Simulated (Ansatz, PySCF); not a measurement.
# How the smallest direct gap on the k points sampled of rock-salt MgS moves with the method

No measured value is used here.

```tsv
level (code)	value (eV)	cell (Å³/atom)
LDA (Ansatz)	3.48	17.61
PBE (Ansatz)	3.72	17.61
PBEsol (Ansatz)	3.59	17.61
PBE-D3(BJ) (Ansatz)	3.95	17.12
r²SCAN-D4 (Ansatz)	4.74	17.41
r²SCAN+rVV10 (Ansatz)	4.67	17.47
r²SCAN50 (Ansatz)	7.75	17.26
Hartree–Fock (Ansatz)	11.74	17.61
evGW@PBE (PySCF)	5.86 ± 0.07	17.61
G0W0@Hartree–Fock (PySCF)	7.36 ± 0.06	17.61
G0W0@HSE06 (Ansatz)	5.73	17.61
G0W0@PBE (PySCF)	5.28 ± 0.04	17.61
```

At these levels the smallest gap is indirect and lower: LDA 2.56, PBE 2.79, PBEsol 2.70, PBE-D3(BJ) 2.85, r²SCAN-D4 3.49, r²SCAN+rVV10 3.45, r²SCAN50 6.53, Hartree–Fock 10.33, evGW@PBE 5.08, G0W0@Hartree–Fock 6.42, G0W0@HSE06 4.86, G0W0@PBE 4.50 eV. Computed values are for a static lattice.  A ± on a computed value is a rough bar: the spread of its extrapolation, a floor set from checks against published values, or a statistical error. G0W0@HSE06: GW on a hybrid start was not checked against another program. Values are at the measured cell; PBE-D3(BJ) at the level's own equilibrium cell; r²SCAN-D4 at the level's own relaxed cell; r²SCAN+rVV10 at the level's own equilibrium cell; r²SCAN50 at the level's own relaxed cell. Cutoffs and k meshes differ between the levels. Ansatz's density-functional and Hartree–Fock values are scalar-relativistic unless marked +SOC, with PAW data made under PBE.

Ansatz is an electronic-structure program.
